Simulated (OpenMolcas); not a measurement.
# PH2 (SMILES [PH2]) at UHCTH407/ANO-R1 (sfX2C)

What is the vertical electron affinity of PH2 at UHCTH407/ANO-R1 (sfX2C)? 

Program for the calculation: OpenMolcas 26.06.

### 1 The molecule

The species is PH2 (3 atoms), meant as a doublet with charge 0. SMILES: `[PH2]`. The coordinates come from a GFN2-xTB relaxation.

Bond lengths: P1–H2 1.392 Å, P1–H3 1.392 Å. Angles: H2–P1–H3 91.4°.

### 2 A single-point energy at UHCTH407/ANO-R1 (sfX2C)

geom.xyz reads:

```xyz
3

P      0.514470    -0.302750     0.252680
H      0.111510     1.027360     0.172420
H     -0.625980    -0.724620    -0.425100
```

job.inp reads:

```
* H2P Kohn-Sham DFT
&GATEWAY
Coord = geom.xyz
Basis = ANO-R1
Group = NoSym
RX2C
&SEWARD
Expert
&SCF
UHF
Spin = 2
KSDFT = GGA_XC_HCTH_407
PrOrbitals = 1 1
```

Started as:

```sh
export MOLCAS_MEM=1860
pymolcas job.inp > job.log
```

What it wrote:

```text
--- Start Module: gateway ---
[...]
--- Stop Module: gateway /rc=_RC_ALL_IS_WELL_ ---
--- Start Module: seward ---
[...]
 ###    WARNING:  EXPERT option is ON!                                       ###
 ###############################################################################
               SEWARD will generate:
[...]
      Basis functions           28
--- Stop Module: seward /rc=_RC_ALL_IS_WELL_ ---
[...]
--- Start Module: scf ---
[...]
       Convergence after  10 Iterations
[...]
::    Total KS-DFT energy                            -343.3814016756
[...]
      Total spin, S                                     0.5035123862
[...]
      Total electronic charge=   17.000000
      Total            charge=   -0.000000
[...]
      Dipole Moment (debye):
      Origin of the operator (angstrom)=    0.4673   -0.2750    0.2295
                   X= -5.5043E-01               Y=  3.2389E-01               Z= -2.7034E-01           Total=  6.9352E-01
      Quadrupole Moment (debye*angstrom):
[...]
--- Stop Module: scf /rc=_RC_ALL_IS_WELL_ ---
[...]
```

Wall time 3.6 s (1 thread of Arm Neoverse V1, shared host); peak memory 0.37 GiB.

### 3 The singlet anion, same level

geom.xyz is that of step 2.

job.inp reads:

```
&GATEWAY
  COORD
  geom.xyz
  BASIS
  ANO-R1
  GROUP
  NoSym
  RX2C

&SEWARD
  EXPERT

&SCF
  CHARGE
  -1
  KSDFT
  GGA_XC_HCTH_407
  PRORBITALS
  1 1
```

Started as:

```sh
export MOLCAS_MEM=1860
pymolcas job.inp > job.log
```

What it wrote:

```text
--- Start Module: gateway ---
[...]
--- Stop Module: gateway /rc=_RC_ALL_IS_WELL_ ---
--- Start Module: seward ---
[...]
 ###    WARNING:  EXPERT option is ON!                                       ###
 ###############################################################################
               SEWARD will generate:
[...]
      Basis functions           28
--- Stop Module: seward /rc=_RC_ALL_IS_WELL_ ---
[...]
--- Start Module: scf ---
[...]
       Convergence after  12 Iterations
[...]
::    Total KS-DFT energy                            -343.3964007020
[...]
      Total spin, S                                     0.0000000000
[...]
      Total electronic charge=   18.000000
      Total            charge=   -1.000000
[...]
      Dipole Moment (debye):
      Origin of the operator (angstrom)=    0.4673   -0.2750    0.2295
                   X= -3.4788E-01               Y=  2.0469E-01               Z= -1.7086E-01           Total=  4.3831E-01
      Center of Charge (angstrom)
[...]
--- Stop Module: scf /rc=_RC_ALL_IS_WELL_ ---
[...]
```

Run time: 3.3 s. Hardware: 1 thread of Arm Neoverse V1, shared host; peak memory 0.37 GiB.

### 4 Outcome

At UHCTH407/ANO-R1 (sfX2C):

| quantity | value |
| --- | --- |
| doublet PH2: total energy | -343.38140 Eh |
| doublet PH2: dipole moment | 0.69 D |
| doublet PH2: HOMO energy (highest over α and β) | -6.01 eV |
| doublet PH2: LUMO energy (lowest over α and β) | -4.07 eV |
| doublet PH2: ⟨S²⟩ | 0.757 |
| singlet anion: total energy | -343.39640 Eh |
| singlet anion: HOMO energy | 3.15 eV |
| singlet anion: LUMO energy | 5.04 eV |
| singlet anion: HOMO–LUMO gap (to an unbound level, set by the basis) | 1.89 eV |
| vertical electron affinity (to the singlet anion) | 0.408 eV |

What this shows: At fixed nuclei the extra electron is bound by 0.41 eV (39.4 kJ/mol). The basis has no diffuse functions, so the error can be as large as this value. The HOMO (singlet anion) lies at positive energy, 3.15 eV, as semi-local functionals often give for anions; only total energies tell whether the electron is bound.
